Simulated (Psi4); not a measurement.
# A workflow on AlH5O (Al(H2O)H3)

We compute a geometry optimisation (wB97X-D/6-31G), then the harmonic vibrations, then the energy (CCSD(T)/def2-TZVP), then the excited states (TDA-wB97X-D/6-31G) of AlH5O (Al(H2O)H3). 

Program for the calculation: Psi4 1.11.

## 1. The system as given

The species is AlH5O (7 atoms), meant as a singlet with charge 0. SMILES: `[H][Al]([H])([H])<-[OH2]`. Geometry: a GFN2-xTB relaxation, a rough one for these elements and not checked as a minimum. The run starts from this shape.

Bond lengths: Al1–O2 1.891 Å, O2–H3 0.965 Å, O2–H4 0.964 Å, Al1–H5 1.572 Å, Al1–H6 1.570 Å, Al1–H7 1.574 Å. Angles: Al1–O2–H3 124.8°, Al1–O2–H4 123.3°, O2–Al1–H5 95.5°, O2–Al1–H6 100.8°, O2–Al1–H7 95.1°, H3–O2–H4 111.4°, H5–Al1–H6 117.6°, H5–Al1–H7 120.1°, H6–Al1–H7 117.8°.

## 2. A geometry optimisation at wB97X-D/6-31G (density fitting) (run 1)

Contents of alh5o.py:

```python
import psi4

psi4.set_memory(1600000000)
psi4.set_num_threads(1)
psi4.set_output_file('alh5o.out', False)

geom = psi4.geometry("""
0 1
Al
O 1 1.890837
H 2 0.964666 1 124.77394
H 2 0.964025 3 111.37969 1 171.67531
H 1 1.572409 2 95.52216 4 37.42281
H 1 1.570334 5 117.61668 2 105.26978
H 1 1.573682 6 117.76697 2 101.68553
""")

psi4.set_options({
    'geom_maxiter': 60,
})

e = psi4.optimize('wb97x-d/6-31G', molecule=geom)
print(f'total energy {e:.8f} hartree = {e * 27.211386:.5f} eV')
geom.save_xyz_file('final.xyz', False)
```

Started as:

```sh
$ python alh5o.py
```

alh5o.out:

```text
[...]
  Running in c1 symmetry.
[...]
  Nuclear repulsion =   63.207491340882378
[...]
  Multiplicity = 1
[...]
  Nalpha       = 13
  Nbeta        = 13
[...]
    Number of basis functions: 32
[...]
   @DF-RKS iter   1:  -320.46643900351143   -5.36141e-01   1.48687e-02 ADIIS/DIIS
[...]
   @DF-RKS iter   6:  -320.56466780413348   -1.93268e-12   4.03819e-09 DIIS
[...]
    Orbital Energies [Eh]
    ---------------------
    Doubly Occupied:
       1A    -56.152806     2A    -19.367502     3A     -4.219372
       4A     -2.760730     5A     -2.756243     6A     -2.756023
       7A     -1.215405     8A     -0.735691     9A     -0.618971
      10A     -0.499098    11A     -0.446798    12A     -0.347100
      13A     -0.337976
[...]
  @DF-RKS Final Energy:  -320.56466780413348
   => Energetics <=
    Nuclear Repulsion Energy =             60.5777136515763104
    One-Electron Energy =                -563.7795989190108230
    Two-Electron Energy =                 203.2457053733561736
    DFT Exchange-Correlation Energy =     -20.6069431906644596
    Empirical Dispersion Energy =          -0.0015447193906505
    VV10 Nonlocal Energy =                  0.0000000000000000
    Total Energy =                       -320.5646678041334781
[...]
 Multipole Moments:
 ------------------------------------------------------------------------------------
     Multipole            Electronic (a.u.)      Nuclear  (a.u.)        Total (a.u.)
 ------------------------------------------------------------------------------------
 L = 1.  Multiply by 2.5417464519 to convert [e a0] to [Debye]
 Dipole X            :         -0.0123576            0.0499809            0.0376232
 Dipole Y            :          0.0039298           -0.0051641           -0.0012343
 Dipole Z            :          1.0326372            1.2017242            2.2343614
 Magnitude           :                                                    2.2346785
[...]
  -Total Gradient:
     Atom            X                  Y                   Z
    ------   -----------------  -----------------  -----------------
       1        0.000072697974    -0.000010785376     0.000088641843
       2        0.000009963317    -0.000093027641     0.000054885512
       3        0.000008708767     0.000036377845     0.000047016191
       4        0.000010350068     0.000025666183    -0.000028922304
       5       -0.000034674420     0.000003735242     0.000047139424
       6        0.000016023961     0.000013758762     0.000049716782
       7       -0.000026027047     0.000010434651     0.000039443520
[...]
```

Standard output:

```text
Optimizer: Optimization complete!
total energy -320.56466780 hartree = -8723.00891 eV
```

Run time: 12 s. Hardware: 1 thread of Intel Xeon 6975P-C (Granite Rapids), shared host; peak memory 0.37 GiB.

Step by step:

| step | energy from the first frame kept (eV) | largest force (eV/Å) |
| --- | --- | --- |
| 0 | 0.0000 | 1.4986 |
| 1 | -0.1228 | 0.5540 |
| 2 | -0.1327 | 0.2550 |
| 3 | -0.1354 | 0.0493 |
| 4 | -0.1355 | 0.0138 |
| 5 | -0.1355 | 0.0059 |

After the run. Bond lengths: Al1–O2 2.007 Å, O2–H3 0.965 Å, O2–H4 0.965 Å, Al1–H5 1.620 Å, Al1–H6 1.618 Å, Al1–H7 1.620 Å. Angles: Al1–O2–H3 122.8°, Al1–O2–H4 123.1°, O2–Al1–H5 97.2°, O2–Al1–H6 102.6°, O2–Al1–H7 96.7°, H3–O2–H4 114.0°, H5–Al1–H6 116.8°, H5–Al1–H7 119.3°, H6–Al1–H7 117.0°.

## 3. Vibrational wavenumbers at wB97X-D/6-31G (density fitting) (run 2)

Contents of alh5o.xyz:

```xyz
7
AlH5O
Al     0.037720    -0.061952    -0.917834
O     -0.029269     0.045702     1.085222
H     -0.754570    -0.322513     1.605247
H      0.680829     0.427162     1.616612
H      1.645537    -0.196959    -1.059889
H     -0.619487     1.345859    -1.369736
H     -0.884792    -1.385199    -1.065620
```

Contents of alh5o.py:

```python
import psi4

psi4.set_memory(1600000000)
psi4.set_num_threads(1)
psi4.core.set_output_file('alh5o.out', False)

with open('alh5o.xyz') as f:
    atoms = ''.join(f.readlines()[2:])
m = psi4.geometry('0 1\n' + atoms + '')

psi4.set_options({
    'reference': 'rks',
    't': 298.15,
    'rotational_symmetry_number': 1,
})

E, wfn = psi4.frequency('wb97x-d/6-31G', return_wfn=True)
print(f'total energy {E:.8f} hartree = {E * 27.211386:.5f} eV')
print('wavenumbers / cm^-1:', wfn.frequencies().np.round(1))
for k in ('ZPVE', 'ENTHALPY', 'GIBBS FREE ENERGY'):
    print(f'{k}: {psi4.variable(k):.8f} Eh')
```

Started as:

```sh
$ python alh5o.py
```

alh5o.out:

```text
[...]
  Running in c1 symmetry.
[...]
  Nuclear repulsion =   60.577710123807670
[...]
  Multiplicity = 1
[...]
  Nalpha       = 13
  Nbeta        = 13
[...]
    Number of basis functions: 32
[...]
   @DF-RKS iter   1:  -320.47645969047448   -6.35145e-01   1.45502e-02 DIIS/ADIIS
[...]
   @DF-RKS iter   9:  -320.56466750262490   -1.81899e-12   4.68417e-09 DIIS
[...]
  @DF-RKS Final Energy:  -320.56466750262490
   => Energetics <=
    Nuclear Repulsion Energy =             60.5786563359792538
    One-Electron Energy =                -563.7817303445066273
    Two-Electron Energy =                 203.2469446437676481
    DFT Exchange-Correlation Energy =     -20.6069933353577071
    Empirical Dispersion Energy =          -0.0015448025074381
    VV10 Nonlocal Energy =                  0.0000000000000000
    Total Energy =                       -320.5646675026248431
[...]
  -Total Gradient:
     Atom            X                  Y                   Z
    ------   -----------------  -----------------  -----------------
       1       -0.000004790355     0.000026613774     0.000071726130
       2       -0.000065530684     0.000004345405     0.000051359058
       3        0.000034258353     0.000004436114     0.000038170055
       4        0.000028594864     0.000002205705    -0.000019803666
       5       -0.000016296515     0.000033192901     0.000046505954
       6        0.000061349477    -0.000108945957     0.000112447066
       7       -0.000031900255    -0.000001771024    -0.000000361885
[...]
  ==> Harmonic Vibrational Analysis <==
[...]
  Freq [cm^-1]                 62.3808i            329.4687            404.9389
[...]
  IR activ [km/mol]             0.0267             217.5682             2.8948
[...]
  Freq [cm^-1]                 424.9329            526.4327            712.6326
[...]
  IR activ [km/mol]            13.3257             137.5871             0.2734
[...]
  Freq [cm^-1]                 736.0493            762.8797            773.4730
[...]
  IR activ [km/mol]            406.5493            435.3351            343.7564
[...]
  Freq [cm^-1]                1673.4852           1829.4632           1833.5954
[...]
  IR activ [km/mol]            162.7794            332.9913            375.8014
[...]
  Freq [cm^-1]                1840.8530           3804.4011           3949.6170
[...]
  IR activ [km/mol]            88.7227             46.0584             173.7943
[...]
  Total E_0, Enthalpy at 0 [K]                                                         -320.52001047 [Eh]
[...]
  Total H, Enthalpy at  298.15 [K]                                                     -320.51466456 [Eh]
[...]
```

Standard output:

```text
Warning: thermodynamics relations excluded imaginary frequencies: ['62.3808i']
Warning: used thermodynamics relations inappropriate for low-frequency modes: ['329.4687' '404.9389' '424.9329' '526.4327']
total energy -320.56466762 hartree = -8723.00891 eV
wavenumbers / cm^-1: [ -62.4  329.5  404.9  424.9  526.4  712.6  736.   762.9  773.5 1673.5
 1829.5 1833.6 1840.9 3804.4 3949.6]
ZPVE: 0.04465715 Eh
ENTHALPY: -320.51466456 Eh
GIBBS FREE ENERGY: -320.54506213 Eh
```

It took 77 s on 1 thread of Intel Xeon 6975P-C (Granite Rapids), shared host; peak memory 0.36 GiB.

## 4. The energy at CCSD(T)/def2-TZVP (run 3)

Contents of calc.dat:

```
memory 1.6 GB

molecule molecule1 {
  0 1
  Al     0.037720    -0.061952    -0.917834
  O     -0.029269     0.045702     1.085222
  H     -0.754570    -0.322513     1.605247
  H      0.680829     0.427162     1.616612
  H      1.645537    -0.196959    -1.059889
  H     -0.619487     1.345859    -1.369736
  H     -0.884792    -1.385199    -1.065620
}

set {
  scf_type pk
  num_frozen_docc 6
}

e_tot = energy("ccsd(t)/def2-TZVP")
print_variables()
```

Started as:

```sh
$ psi4 calc.dat calc.out -n 1
```

calc.out:

```text
[...]
  Running in c1 symmetry.
[...]
  Nuclear repulsion =   60.577710123807670
[...]
  Multiplicity = 1
[...]
  Nalpha       = 13
  Nbeta        = 13
[...]
    Number of basis functions: 98
[...]
   @RHF iter   1:  -319.66133115141349   -8.09188e-01   4.03275e-03 DIIS/ADIIS
[...]
   @RHF iter  10:  -319.72836603255462   -6.53699e-12   4.78371e-09 DIIS
[...]
    Orbital Energies [Eh]
    ---------------------
    Doubly Occupied:
       1A    -58.435042     2A    -20.664472     3A     -4.848872
       4A     -3.164865     5A     -3.162684     6A     -3.162556
       7A     -1.453886     8A     -0.834010     9A     -0.730250
      10A     -0.620676    11A     -0.503337    12A     -0.393939
      13A     -0.385944
[...]
  @RHF Final Energy:  -319.72836603255462
   => Energetics <=
    Nuclear Repulsion Energy =             60.5777101238076696
    One-Electron Energy =                -563.8910858526801348
    Two-Electron Energy =                 183.5850096963179112
    Total Energy =                       -319.7283660325545611
[...]
 Multipole Moments:
 ------------------------------------------------------------------------------------
     Multipole            Electronic (a.u.)      Nuclear  (a.u.)        Total (a.u.)
 ------------------------------------------------------------------------------------
 L = 1.  Multiply by 2.5417464519 to convert [e a0] to [Debye]
 Dipole X            :         -0.0376407           -0.0202543           -0.0578950
 Dipole Y            :          0.0701332            0.0184063            0.0885395
 Dipole Z            :          0.9511823            1.2024644            2.1536466
 Magnitude           :                                                    2.1562432
[...]
      * MP2 total energy                      = -320.071534666801313
[...]
      * CCSD total energy                     = -320.101727897641581
[...]
      * CCSD(T) total energy                  = -320.110885493485171
[...]
```

Wall time 17 s (1 thread of Intel Xeon 6975P-C (Granite Rapids), shared host); peak memory 0.99 GiB.

## 5. The vertical excitations at TDA-wB97X-D/6-31G (density fitting, save jk yes) (run 4)

Contents of job.inp:

```
memory 1600 mb

molecule molecule1 {
  0 1
  Al
  O 1 2.007065
  H 2 0.965438 1 122.83239
  H 2 0.965467 3 114.00266 1 -176.91888
  H 1 1.619717 2 97.1883 3 -146.27405
  H 1 1.618045 5 116.8218 2 108.0928
  H 1 1.619831 6 116.99817 5 -150.79375
}

set {
  basis 6-31G
  save_jk true
}

from psi4.driver.procrouting.response.scf_response import tdscf_excitations
result, w = energy('wb97x-d', return_wfn=True)
states = tdscf_excitations(w, states=6, tda=True)
```

Started as:

```sh
$ psi4 -i job.inp -o job.out -n 1
```

job.out:

```text
[...]
  Running in c1 symmetry.
[...]
  Nuclear repulsion =   60.577705498838434
[...]
  Multiplicity = 1
[...]
  Nalpha       = 13
  Nbeta        = 13
[...]
    Number of basis functions: 32
[...]
   @DF-RKS iter   1:  -320.47645985342075   -6.35145e-01   1.45502e-02 DIIS/ADIIS
[...]
   @DF-RKS iter   7:  -320.56466777817525   -6.51880e-09   1.86819e-07 DIIS
[...]
    Orbital Energies [Eh]
    ---------------------
    Doubly Occupied:
       1A    -56.152807     2A    -19.367502     3A     -4.219372
       4A     -2.760731     5A     -2.756244     6A     -2.756024
       7A     -1.215405     8A     -0.735691     9A     -0.618971
      10A     -0.499098    11A     -0.446798    12A     -0.347101
      13A     -0.337976
[...]
  @DF-RKS Final Energy:  -320.56466777817525
   => Energetics <=
    Nuclear Repulsion Energy =             60.5777054988384336
    One-Electron Energy =                -563.7795615904542501
    Two-Electron Energy =                 203.2456749563809524
    DFT Exchange-Correlation Energy =     -20.6069419236985993
    Empirical Dispersion Energy =          -0.0015447192417871
    VV10 Nonlocal Energy =                  0.0000000000000000
    Total Energy =                       -320.5646677781752487
[...]
 Multipole Moments:
 ------------------------------------------------------------------------------------
     Multipole            Electronic (a.u.)      Nuclear  (a.u.)        Total (a.u.)
 ------------------------------------------------------------------------------------
 L = 1.  Multiply by 2.5417464519 to convert [e a0] to [Debye]
 Dipole X            :         -0.0123589            0.0499815            0.0376226
 Dipole Y            :          0.0039273           -0.0051629           -0.0012357
 Dipole Z            :          1.0326345            1.2017259            2.2343604
 Magnitude           :                                                    2.2346775
[...]
**********                               WARNING                                **********
**********       The names of excited state variables changed between 1.5       **********
[...]
                                    Excitation Energy         Total Energy        Oscillator Strength             Rotatory Strength
[...]
Excited State    1 (1 A):   0.22719 au   200.55 nm f = 0.0023
[...]
Excited State    3 (1 A):   0.31718 au   143.65 nm f = 0.0099
[...]
Excited State    4 (1 A):   0.32502 au   140.19 nm f = 0.0001
[...]
Excited State    5 (1 A):   0.32858 au   138.67 nm f = 0.0047
[...]
Excited State    6 (1 A):   0.34692 au   131.34 nm f = 0.3369
[...]
```

Run time: 6 s. Hardware: 1 thread of Intel Xeon 6975P-C (Granite Rapids), shared host; peak memory 0.35 GiB.

The roots found:

| excited state | energy (eV) | strength | label |
| --- | --- | --- | --- |
| 1 | 6.182 | 0.0023 | A 1 |
| 2 | 6.427 | 0.0063 | A 1 |
| 3 | 8.631 | 0.0099 | A 1 |
| 4 | 8.844 | 0.0001 | A 1 |
| 5 | 8.941 | 0.0047 | A 1 |
| 6 | 9.440 | 0.3369 | A 1 |

## 6. What came out

| quantity | value |
| --- | --- |
| run 1, wB97X-D/6-31G: total energy at the end | -320.56467 Eh |
| run 1, wB97X-D/6-31G: dipole moment | 5.68 D |
| run 1, wB97X-D/6-31G: HOMO energy | -9.20 eV |
| run 1, wB97X-D/6-31G: LUMO energy | 1.47 eV |
| run 1, wB97X-D/6-31G: HOMO–LUMO gap | 10.67 eV |
| run 1, wB97X-D/6-31G: dispersion energy | -4.06 kJ/mol |
| run 2, wB97X-D/6-31G: lowest harmonic wavenumber | 62i cm⁻¹ (imaginary) |
| run 2, wB97X-D/6-31G: highest harmonic wavenumber | 3950 cm⁻¹ |
| run 3, CCSD(T)/def2-TZVP: total energy | -320.11089 Eh |
| run 3, CCSD(T)/def2-TZVP: HOMO energy (Hartree–Fock orbitals) | -10.50 eV |
| run 3, CCSD(T)/def2-TZVP: LUMO energy (Hartree–Fock orbitals) | 1.97 eV |
| run 3, CCSD(T)/def2-TZVP: HOMO–LUMO gap (Hartree–Fock orbitals) | 12.48 eV |
| run 3, CCSD(T)/def2-TZVP: correlation energy (6 core orbitals frozen) | -382.5 mEh |
| run 3, CCSD(T)/def2-TZVP: (T) correction | -9.16 mEh |
| run 3, CCSD(T)/def2-TZVP: T1 diagnostic | 0.009 |
| run 4, TDA-wB97X-D/6-31G: ground-state or mean-field energy | -320.56467 Eh |
| run 4, TDA-wB97X-D/6-31G: dipole moment (wB97X-D Kohn–Sham density) | 5.68 D |
| run 4, TDA-wB97X-D/6-31G: HOMO energy (wB97X-D Kohn–Sham orbitals) | -9.20 eV |
| run 4, TDA-wB97X-D/6-31G: LUMO energy (wB97X-D Kohn–Sham orbitals) | 1.47 eV |
| run 4, TDA-wB97X-D/6-31G: HOMO–LUMO gap (wB97X-D Kohn–Sham orbitals) | 10.67 eV |
| run 4, TDA-wB97X-D/6-31G: dispersion energy | -4.06 kJ/mol |
| run 4, TDA-wB97X-D/6-31G: lowest excitation energy | 6.18 eV |

**Reading.** The optimisation (run 1, wB97X-D/6-31G) took 6 steps and changed the energy by -0.136 eV. 1 mode is imaginary (lowest 62i cm⁻¹): a first-order saddle point, unless the integration grid spoils the Hessian. The triples (run 3, CCSD(T)/def2-TZVP) make up 2.4 % of the correlation energy. The brightest of the 6 transitions from the ground state lies at 9.44 eV (131 nm, f = 0.337); the lowest, at 6.18 eV, has f = 0.002. The basis has no diffuse functions, so Rydberg states are missing or pushed up, and the true lowest state may lie lower. Roots above 9.2 eV lie over the negative of the HOMO energy, where those of Rydberg kind are poorly described; valence roots are less touched.
